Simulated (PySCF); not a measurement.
**Static response to an electric field**

Species: C₂H₅Al.
Atom-mapped SMILES: `[CH2:1]=[CH:2][AlH2:3]` (hydrogens: H4, H5 on C1; H6 on C2; H7, H8 on Al3)

Geometry (PBE0-D3(BJ)/def2-SVP, Å), atoms numbered from 1 in this order:
```xyz
8
C2H5Al angstrom
C     -1.2825   -0.4964    0.2046
C     -0.3606    0.4705    0.3578
Al     1.4243    0.2504   -0.3829
H     -1.0617   -1.4267   -0.3352
H     -2.3023   -0.4173    0.6044
H     -0.6756    1.3655    0.9131
H      1.7215   -1.1043   -1.1656
H      2.5459    1.3676   -0.2208
```

Level: wB97X-D/def2-SVPD (PySCF), static field, nuclei fixed, core orbitals frozen in the response. The polarisability tensor in these axes (au):

```
x   65.50  8.12 -4.39
y    8.12 54.12  3.30
z   -4.39  3.30 44.90
```

Q: Diagonalise the tensor; give its mean and Δα, where Δα² is half the sum of the squared differences of the eigenvalues.

A: Principal values 41.70, 52.85 and 69.96 au; mean 54.84 au = 8.13 Å³ = 9.04 × 10⁻⁴⁰ C²·m²/J; Δα = 24.66 au (45 % of the mean).

Q: What is the dipole moment, and where does it point?

A: (-0.79, 0.01, 0.29) D, 0.84 D in size, pointing from the negative to the positive side. Measured along this direction, the outermost atoms are H8 at the negative end and H5 at the positive end.

Q: In a dilute gas of rigid molecules at 500 K, how does the orientational term μ²/3kT compare with the electronic polarisability?

A: In Gaussian units μ²/3kT = 3.42 Å³ against 8.13 Å³, a ratio of 0.42; the Debye molar polarisation (4π/3)N_A(α + μ²/3kT) is 29.1 cm³/mol, leaving out the vibrational part.

Q: Refractivity n − 1 of an ideal gas of it at 500 K and 1 atm, from the electronic α?

A: N = p/kT = 1.4678 × 10¹⁹ cm⁻³, so n − 1 = 2π × N × 8.13 × 10⁻²⁴ cm³ = 749 × 10⁻⁶ at long wavelengths.

Q: What depolarisation ratio follows for Rayleigh scattering of linearly polarised light, taking the static tensor?

A: ρ = 3Δα²/(45ᾱ² + 4Δα²) = 1823.9/(135317 + 2431.8) = 0.0132.

Q: Along which axes do the principal values lie, and how far do the nuclei extend along each?

A: Largest value along (0.89, 0.44, -0.10), where the nuclei span 5.20 Å; middle along (-0.33, 0.79, 0.51), 3.82 Å; least along (0.30, -0.42, 0.85), 0.01 Å. The response follows the extents in order.

Isolated species at its PBE0-D3(BJ)/def2-SVP geometry, gas phase.
